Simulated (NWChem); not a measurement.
**Correlation energy of CH3O**

```
C
O 1 1.3547
H 1 1.1119 2 114.49
H 1 1.1123 3 110.68 2 -130.69
H 1 1.1191 3 105.72 4 -113.45
```
Charge 0, spin multiplicity 2.

All runs are NWChem calculations. Structure: optimised with UB3LYP/def2-SVP, a minimum by its harmonic frequencies.

Basis set: 6-31G*. Each correlation energy counts from its own Hartree-Fock reference.

The correlated methods keep 2 core orbitals frozen. The Pople sets run with spherical d functions. The structure started from a generated list of species. No SCF solution was tested for a lower state. Open-shell Hartree-Fock references start from PBE0 orbitals. No row is a measurement; the coupled-cluster row has its own basis-set and correlation limits.

```csv
method,correlation energy (mHa)
UMP2,-263.6
SCS-UMP2,-261.3
CCSD on UHF,?
CCSD[T] on UHF,?
CCSD(T) on UHF,?
CCSD on ROHF,-297.9
CCSD[T] on ROHF,?
CCSD(T) on ROHF,-304.1
```

Q: Some entries are withheld; supply them.

A: 
- CCSD on UHF, correlation energy (mHa): -293.2
- CCSD[T] on UHF, correlation energy (mHa): -299.9
- CCSD(T) on UHF, correlation energy (mHa): -299.2
- CCSD[T] on ROHF, correlation energy (mHa): -304.8
